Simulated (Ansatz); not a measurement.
Diamond, treated with LDA in Ansatz (PAW).

Numerical settings: plane-wave cutoff 520 eV, 16×16×16 k mesh, scalar-relativistic PAW data made under PBE.

Computed at the level's own relaxed cell.

```yaml
crystal:
  lattice:
    - [0.00000, 1.76594, 1.76594]
    - [1.76594, 0.00000, 1.76594]
    - [1.76594, 1.76594, 0.00000]
  atoms:
    - { symbol: C, position: [0.50000, 0.50000, 0.50000] }
    - { symbol: C, position: [0.75000, 0.75000, 0.75000] }
```

Give the elastic tensor (Voigt notation, GPa, ions relaxed, in the Cartesian axes of the cell as printed).


```
 1105.2   149.0   149.0     0.0     0.0     0.0
  149.0  1105.2   149.0     0.0     0.0     0.0
  149.0   149.0  1105.2     0.0     0.0     0.0
    0.0     0.0     0.0   593.6     0.0     0.0
    0.0     0.0     0.0     0.0   593.6     0.0
    0.0     0.0     0.0     0.0     0.0   593.6
```

Measured, for comparison: elastic constant C11 1081 GPa, elastic constant C12 125 GPa, elastic constant C44 579 GPa (low temperature, zero-point motion not removed; as tabulated in Tanner et al. (2021), arXiv:2110.11888). Computed (rounded) less measured: elastic constant C11 +2 %, elastic constant C12 +19 %, elastic constant C44 +3 %.

Ansatz is a quantum-chemistry and plane-wave program.
